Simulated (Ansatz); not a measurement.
**BSiF (triplet): wave-function methods side by side, cc-pVTZ**

One table from this session's results is given with a row withheld; the runs are named, their logs left out.

Computed with Ansatz 0.2.0, Gaussian basis. Level: cc-pVTZ, core rule «outside noble gas», up to 7 orbitals frozen.

The runs, in order: UHF; CCSD(T) on ROHF; CCSD(T) on UHF; BCCD(T) on ROHF; CCSDT(Q) on ROHF; CCSDT(Q) on UHF.

10 further runs of the same task are left out: 4 for a known fault of the program, 6 set aside as unsound or not needed.

## The system

The geometry is a PBE0/def2-TZVP stationary point (not a proven minimum).

3 atoms, charge 0, spin multiplicity 3.

Atoms are counted from 1 here; the program's logs count them from 0.

Bond lengths: F1–B2 1.280 Å, B2–Si3 1.896 Å. Angles: F1–B2–Si3 180.0°.

The first run:

File in.yaml:

```yaml
crystal:
  periodic: [false, false, false]
  atoms:
    - {symbol: F, position_ang: [0.000000, 0.000000, 1.485424]}
    - {symbol: B, position_ang: [0.000000, 0.000000, 0.205103]}
    - {symbol: Si, position_ang: [0.000000, 0.000000, -1.690526]}
basis:
  gaussian: {orbitals: cc-pVTZ}
magnetization: {spin_polarized: true, initial_magnetization: 2}
hamiltonian: {xc: hf}
output: {orbitals: {seedname: orbitals}}
```

Command:

```sh
> ansatz run in.yaml --threads 1 --pin off --events-out ev --progress --plain --max-ram 2816MiB --backend cpu
```

Among the steps run: UHF; CCSD(T) on ROHF; CCSD(T) on UHF; BCCD(T) on ROHF; CCSDT(Q) on ROHF; CCSDT(Q) on UHF.

One of the session's tables, all rows but one given; the rest of the session is left out.

It belongs to the step «Misses and costs». 

```
   method  from UCCSDT(Q) (meV)
     ROHF              +12151.9
      UHF              +12017.5
     RMP2               +1074.1
     UMP2               +1113.3
    RCCSD                +530.8
    UCCSD                +525.1
 RCCSD(T)                 +60.7
 UCCSD(T)                 +61.6
  BCCD(T)                 +56.2
   RCCSDT                 +25.2
   UCCSDT                 +24.0
RCCSDT(Q)                     ?
UCCSDT(Q)                     0
```

**Question.** Estimate the row for RCCSDT(Q).

The run gave: from UCCSDT(Q) (meV): +4.5. In the column «from UCCSDT(Q) (meV)» it lies between UCCSDT(Q) (0) and UCCSDT (+24.0).

With the free atoms at the same levels and basis (separate runs), the atomisation energy is 9.931 eV at UCCSDT(Q), 9.914 eV at RCCSD(T), 9.909 eV at UCCSD(T), 7.897 eV at ROHF.

Limits of these values: Restricted and unrestricted rows rest on different reference determinants; where their highest levels disagree by more than a few hundredths of an eV, they describe different states and don't form one ladder.
